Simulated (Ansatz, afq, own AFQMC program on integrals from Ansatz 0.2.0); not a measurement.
# BH2⁺, singlet in cc-pVDZ, levels against full CI

| atom | x (Å) | y (Å) | z (Å) |
| --- | --- | --- | --- |
| B | -0.1317 | 0.0000 | 0.0000 |
| H | 0.7064 | 0.0000 | -0.8294 |
| H | 0.7064 | 0.0000 | 0.8294 |

Basis cc-pVDZ. Only valence electrons are correlated. Ansatz 0.2.0 and our own AFQMC program on the same integrals; the CISD trial comes from CCSD amplitudes, and released means the phaseless constraint is let go. Error bars are statistical, one sigma.

Determinant: UHF, the one that the program's search chose, which needn't be the lowest solution. The geometry is a point of a scan.

Full CI on the same integrals is exact in this basis and with this determinant's frozen core.

Cautions: the determinant is a saddle point among determinants of its kind; the released energies have errors that jump between times, so the bars are unsure, so no released level is given (meV from the phaseless value at times in 1/Eh: -2.4 ± 1.0 at 0.24, 9 ± 11 at 0.51, -1.4 ± 0.7 at 0.99, -1.8 ± 0.9 at 1.62, -2.9 ± 1.0 at 2.40), though the last usable value meets full CI within the noise.

```
T1 diagnostic                               : 0.0139
weight of the determinant in the CISD state : 0.948
⟨S²⟩ of the determinant                     : 0.000
size of the correlated space                : 4 electrons in 23 orbitals
```

Reference: full CI, correlation energy -2.218 eV.

```
        level  E − E(reference) (kcal/mol)  share of correlation (%)
           HF                        51.14                      0.00
          MP2                        13.57                     73.46
         CCSD                         0.69                     98.65
      CCSD(T)                         0.17                     99.67
        CCSDT                         0.01                     99.99
     CCSDT(Q)                         0.00                    100.00
ph-AFQMC/CISD                  0.03 ± 0.02                     99.95
```

CCSDT and higher add their correlation energy to the determinant of the CCSD(T) run, since their own runs factorise the integrals more tightly (a shift of under 2 meV). A walk keeps the symmetry of its determinant, which the program's search chose and which needn't be the lowest solution, so a lower state of the same spin and another symmetry isn't excluded.
